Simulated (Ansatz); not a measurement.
Results of r²SCAN-D4 in Ansatz (PAW) for α-N2.

Numerical settings: plane-wave cutoff 600 eV, 4×4×4 k mesh, finite displacements, scalar-relativistic PAW data made under PBE.

Cell (relaxed at this level):

```cif
data_N8
_chemical_formula_sum 'N8'
_space_group_name_H-M_alt 'Pa-3'
_space_group_IT_number 205
_space_group_name_Hall '-P 2ac 2ab 3'
_cell_length_a 5.60266
_cell_length_b 5.60266
_cell_length_c 5.60266
_cell_angle_alpha 90.000
_cell_angle_beta 90.000
_cell_angle_gamma 90.000
loop_
_atom_site_label
_atom_site_type_symbol
_atom_site_symmetry_multiplicity
_atom_site_Wyckoff_symbol
_atom_site_fract_x
_atom_site_fract_y
_atom_site_fract_z
_atom_site_occupancy
N1 N 8 c 0.05630 0.05630 0.05630 1
```

Task: Give the computed high-frequency dielectric constant.

Result: 
* **high-frequency dielectric constant**: 1.59

Cost on a shared machine: around 5 core-minutes (rough).

Ansatz is a program for electronic structure.
